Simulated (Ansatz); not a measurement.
The same path of Cl2H2Si + H (6 atoms, charge 0, multiplicity 2) was run twice with different band settings. Lost on the way: Si1–H2. Made: H2–H6.

Theory: UHF/def2-SVP (Ansatz 0.2.0).

Relaxed end points:

```xyz
6
Properties=species:S:1:pos:R:3
Si -0.015 0.000 -0.391
H -0.036 0.000 1.075
H 1.346 0.000 -0.935
Cl -0.985 1.686 -1.064
Cl -0.985 -1.686 -1.064
H 0.045 0.000 4.854
```

```xyz
6
Properties=species:S:1:pos:R:3
Si -0.025 0.000 -0.893
H -0.216 0.000 3.653
H 1.370 0.000 -1.368
Cl -0.966 1.694 -1.604
Cl -0.966 -1.694 -1.604
H 0.174 0.000 4.291
```

Common settings: spring 5.0 eV/Å²; optimiser quadratic models (default); start path through a guess of the saddle point; force threshold 0.03 eV/Å; iteration limit 60; end points relaxed.

| run | movable images | climbing image |
| --- | --- | --- |
| 1 | 7 | yes |
| 2 | 3 | no |

**Question.** What does each run give, and how far can it be trusted?

**Answer.** Run 1: converged after 14 iterations, highest image 0.716 eV above the first end. A vibrational analysis at the climbing image gives one clearly imaginary mode, 2006i cm⁻¹: a first-order saddle point.
Run 2: converged after 12 iterations, highest image 0.063 eV above the first end. No image climbed, so the highest image needn't sit at the top of the path. A band with more images between the same ends climbed to 0.72 eV, so this one has probably stepped over the top. So few images can step over the top or miss a turn of the path.
